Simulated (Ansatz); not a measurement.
Density of states of PbO$_{2}$ (P4_2/mnm, a = 5.082 Å, b = 5.082 Å, c = 3.443 Å, α = 90.00°, β = 90.00°, γ = 90.00°), in states per eV and primitive cell, averaged over bins of 0.5 eV. Theory: Ansatz 0.2.0, DFT PBE, scalar-relativistic, plane waves, PAW.

Settings: cutoff 420 eV, Γ-centred mesh 8×8×10 on the computed 6-atom cell, Gaussian smearing of 0.10 eV; no spin polarisation.

The cell is relaxed at this level. The states (both spins) are summed by tetrahedra on a 12×12×15 mesh at the self-consistent density. Energies are bin centres; the table starts no lower than −8 eV and ends at 6 eV, or lower where the solved bands end.

It is a metal at this level.

```csv
E − E_F (eV),total,O 2p,Pb 6s,Pb 6p,O 2s
-7.80,0.87,0.38,0.44,0.01,0.03
-7.30,2.36,1.03,1.17,0.04,0.09
-6.80,1.85,0.79,0.88,0.03,0.12
-6.30,1.17,0.51,0.52,0.02,0.11
-5.80,0.85,0.37,0.36,0.02,0.09
-5.30,0.44,0.20,0.18,0.01,0.05
-4.80,0.25,0.12,0.10,0.01,0.03
-4.30,1.03,0.73,0.05,0.20,0.03
-3.80,2.45,1.81,0.05,0.49,0.04
-3.30,4.02,3.10,0.04,0.75,0.05
-2.80,4.23,3.34,0.04,0.69,0.08
-2.30,3.35,2.71,0.04,0.44,0.08
-1.80,3.86,3.27,0.04,0.36,0.09
-1.30,4.33,3.95,0.02,0.18,0.05
-0.80,10.25,9.85,0.02,0.07,0.02
-0.30,6.69,6.53,0.01,0.03,0.01
0.20,0.17,0.13,0.03,0.00,0.01
0.70,0.21,0.13,0.06,0.01,0.02
1.20,0.33,0.19,0.10,0.01,0.03
1.70,0.52,0.28,0.17,0.02,0.04
2.20,0.95,0.51,0.33,0.04,0.06
2.70,2.24,1.16,0.83,0.11,0.11
3.20,1.90,1.00,0.73,0.08,0.06
3.70,1.55,0.84,0.63,0.02,0.02
4.20,0.11,0.06,0.05,0.00,0.00
4.70,0.00,0.00,0.00,0.00,0.00
5.20,0.00,0.00,0.00,0.00,0.00
5.70,0.09,0.00,0.00,0.07,0.01
```

The columns after the total are the main Löwdin projections on the occupied valence shells of the potentials; 1 other is left out. The rest of the total lies in those, in shells that are empty in the free atom, which aren't projected, and between the atoms.

Spin-orbit coupling is left out, which matters for the bands of heavy elements.

The bands only touch here, so at this level the crystal is a zero-gap semiconductor or semimetal, not an ordinary metal; spin–orbit coupling, left out, can open or move such a gap.

Cost: 1 run of about 0.98 core-minutes, on Intel Xeon 6975P-C (Granite Rapids) (shared hosts).